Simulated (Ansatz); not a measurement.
C2H4F2O, SMILES `FCOCF` from Hartree–Fock to CCSD(T)

| atom | x (Å) | y (Å) | z (Å) |
| --- | --- | --- | --- |
| F1 | -1.806 | 0.013 | -0.632 |
| C2 | -1.009 | 0.407 | 0.417 |
| O3 | 0.240 | 0.778 | -0.039 |
| C4 | 1.051 | -0.272 | -0.424 |
| F5 | 1.517 | -0.947 | 0.680 |
| H6 | -0.955 | -0.432 | 1.118 |
| H7 | -1.456 | 1.290 | 0.874 |
| H8 | 0.514 | -0.996 | -1.045 |
| H9 | 1.904 | 0.160 | -0.947 |

Charge 0, multiplicity 1. The structure was optimised at the PBE0-D4/def2-TZVP level. It is one conformer, not always the lowest. Frozen core, restricted reference, Ansatz. CBS rows extrapolate triple and quadruple zeta; past MP2 they add the triple-zeta difference.

| basis | HF (Eh) | MP2 corr. |
| --- | --- | --- |
| def2-TZVPP | -351.94694 | -1.06920 |
| def2-QZVPP | -351.96270 | -1.15906 |

Task: Estimate the CCSD correlation energy and the (T) correction in each basis where they were run (hartree).

Result: 
```csv
basis,CCSD corr.,(T)
def2-TZVPP,-1.09073,-0.03661
CBS(def2),-1.24716,as TZ
```
